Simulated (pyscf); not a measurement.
**Multi-bond step: HO–SiH(F)–F + HF + HF -> F–SiH(F)–F + H₂O + HF**

Gas phase, singlet surface, charge 0. Bonds broken: Si2–O4, H7–F8, H9–F10. Bonds formed: Si2–F8, O4–H9, H7–F10. Optimised with ωB97X-D3(BJ)/def2-SVP in PySCF.

Transition state (Å):

```xyz
10

F     -0.2573    -1.3558     1.5379
Si    -1.1474    -0.8891     0.2709
F     -1.4961    -1.9499    -0.8992
O     -1.2062     0.8385    -0.1214
H     -2.4803    -0.8192     0.9314
H     -2.0048     1.3042     0.1550
H      0.7832     0.3155    -1.0166
F      0.5155    -0.7089    -0.6168
H     -0.3151     1.3705    -0.7252
F      0.6861     1.4410    -1.2637
```

One imaginary mode, 810i cm⁻¹; descent along it reached the two sides named, in the forms told below.

```tsv
bond	change	reactant side (Å)	saddle	product side
Si2–O4	breaks	1.678	1.773	2.217
H7–F8	breaks	0.944	1.132	1.704
H9–F10	breaks	0.954	1.139	1.761
Si2–F8	forms	2.7	1.894	1.648
O4–H9	forms	1.605	1.201	0.979
H7–F10	forms	1.627	1.156	0.938
```

Electronic energies relative to the separated reactants (kcal/mol):

```tsv
level	barrier	reaction energy	reverse barrier
ωB97X-D3(BJ)/def2-TZVP	0.0	-8.0	8.0
PBE/def2-TZVP	-5.1	-8.7	3.6
r²SCAN/def2-TZVP	-6.1	-8.9	2.8
B3LYP-D3(BJ)/def2-TZVP	-1.0	-8.5	7.5
PBE0-D3(BJ)/def2-TZVP	-3.1	-7.8	4.7
M06-2X/def2-TZVP	-3.0	-7.7	4.7
ωB97M-D3(BJ)/def2-TZVP	-0.4	-8.3	8.0
HF/def2-TZVP	22.2	-8.8	31.0
```

With ωB97M-D3(BJ)/def2-TZVP energies and thermal terms (ideal gas, 1 atm, RRHO with modes under 100 cm⁻¹ raised to 100, one conformer, R ln 2 for rigid chiral ones), in kcal/mol:

| T (K) | ΔH‡ | ΔG‡ | ΔH | ΔG |
|---|---|---|---|---|
| 298 | -0.3 | 20.8 | -7.8 | -7.6 |
| 600 | -0.9 | 42.5 | -8.4 | -7.2 |
| 900 | -0.3 | 64.1 | -8.9 | -6.5 |
| 1200 | 0.9 | 85.4 | -9.3 | -5.6 |

On the reactant side the descent ends in a bound adduct, 11.8 kcal/mol under the separated species and 11.8 kcal/mol under the saddle at ωB97X-D3(BJ)/def2-TZVP. On the product side the descent ends in a bound adduct (not fully relaxed), 11.9 kcal/mol under the separated species and 19.9 kcal/mol under the saddle at ωB97X-D3(BJ)/def2-TZVP. At PBE, r²SCAN, B3LYP-D3(BJ), PBE0-D3(BJ), M06-2X, ωB97M-D3(BJ) the saddle lies under the separated reactants, which points to a path from their complex (located at ωB97X-D3(BJ) alone). One saddle was located; it need not be the lowest between these sides.
